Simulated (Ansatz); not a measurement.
Consider the homolysis of the H–Si bond: `F[SiH2][SiH3]` → H• + `F[SiH][SiH3]`•.

Computed with Ansatz on PBE0-D4/def2-TZVP structures; ΔE is electronic, products minus reactants. CBS: MP2 limit from def2 TZ/QZ plus the TZ coupled-cluster correction, frozen cores. This one scheme is used for every species, atoms too. Functionals use def2-TZVPP. Open shells (•) are unrestricted, without spin–orbit coupling.

What is ΔE at CCSD(T)/CBS? (Best estimate.)

The calculation gave: +402.5 kJ/mol.

What do these levels give: B97M-V, ωB97M-V, PBE, BLYP, r2SCAN, CAM-B3LYP, LC-ωPBE, MP2/def2-SVP, SCS-MP2/def2-TZVPP, CCSD/def2-TZVPP, HF/def2-QZVPP, MP2/def2-QZVPP? (Estimate.)

Computed: B97M-V 391.1, ωB97M-V 399.4, PBE 370.8, BLYP 379.4, r2SCAN 378.9, CAM-B3LYP 394.0, LC-ωPBE 380.7, MP2/def2-SVP 374.9, SCS-MP2/def2-TZVPP 399.4, CCSD/def2-TZVPP 395.8, HF/def2-QZVPP 317.3, MP2/def2-QZVPP 390.2 kJ/mol.

Largest T1 diagnostic among the species: 0.015.

In def2-TZVPP, CCSD(T) changes the Hartree–Fock value by +78.1 kJ/mol (the triples alone add +0.0 kJ/mol) and MP2 by +68.8 kJ/mol; breaking electron pairs costs correlation energy, which Hartree–Fock lacks. From PBE to PBE0 (25 % exact exchange), in def2-TZVPP and without D4, ΔE moves by +6.3 kJ/mol. At CCSD(T), def2-SVP lies −17.0 kJ/mol from the extrapolated value and def2-TZVPP −6.7 kJ/mol: correlation converges slowly with the basis, and small sets miss more of it in the bonded molecule than in its fragments.
